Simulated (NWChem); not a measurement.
Basis-set dependence for Li

```
Li
```
Charge 0, spin multiplicity 2.

Program: NWChem.

Hartree-Fock energies in Ha, correlation energies in mHa.

The correlated methods freeze no orbitals. The Pople sets run with spherical d functions. No SCF solution was tested for a lower state. Open-shell Hartree-Fock references start from PBE0 orbitals. No row is a measurement; the coupled-cluster row has its own basis-set and correlation limits.

```json
[
 {"basis": "6-31G*", "functions": "14", "UHF": "-7.43124", "UMP2": "-0.3", "SCS-UMP2": "-0.3", "CCSD on ROHF": "-0.3", "CCSD[T] on ROHF": "-0.3", "CCSD(T) on ROHF": "-0.3", "CCSD on UHF": "-0.3", "CCSD[T] on UHF": "-0.3", "CCSD(T) on UHF": "-0.3", "CCSDT on ROHF": "-0.3"},
 {"basis": "cc-pVDZ", "functions": "14", "UHF": "-7.43242", "UMP2": "-0.2", "SCS-UMP2": "-0.2", "CCSD on ROHF": "-0.2", "CCSD[T] on ROHF": "-0.2", "CCSD(T) on ROHF": "-0.2", "CCSD on UHF": "-0.2", "CCSD[T] on UHF": "-0.2", "CCSD(T) on UHF": "-0.2", "CCSDT on ROHF": "-0.2"},
 {"basis": "cc-pVTZ", "functions": "30", "UHF": "-7.43270", "UMP2": "-11.2", "SCS-UMP2": "-13.3", "CCSD on ROHF": "-13.4", "CCSD[T] on ROHF": "-13.4", "CCSD(T) on ROHF": "-13.4", "CCSD on UHF": "-13.3", "CCSD[T] on UHF": "-13.4", "CCSD(T) on UHF": "-13.4", "CCSDT on ROHF": "-13.4"},
 {"basis": "cc-pVQZ", "functions": "55", "UHF": "-7.43272", "UMP2": "-14.6", "SCS-UMP2": "-17.3", "CCSD on ROHF": "-17.1", "CCSD[T] on ROHF": "-17.1", "CCSD(T) on ROHF": "-17.1", "CCSD on UHF": "-17.1", "CCSD[T] on UHF": "-17.1", "CCSD(T) on UHF": "-17.1", "CCSDT on ROHF": "not run"}
]
```

From cc-pVTZ to cc-pVQZ the Hartree-Fock energy moves by 0.0 mHa and the UMP2 correlation energy by -3.5 mHa, which is 24 % of its value in the larger set.
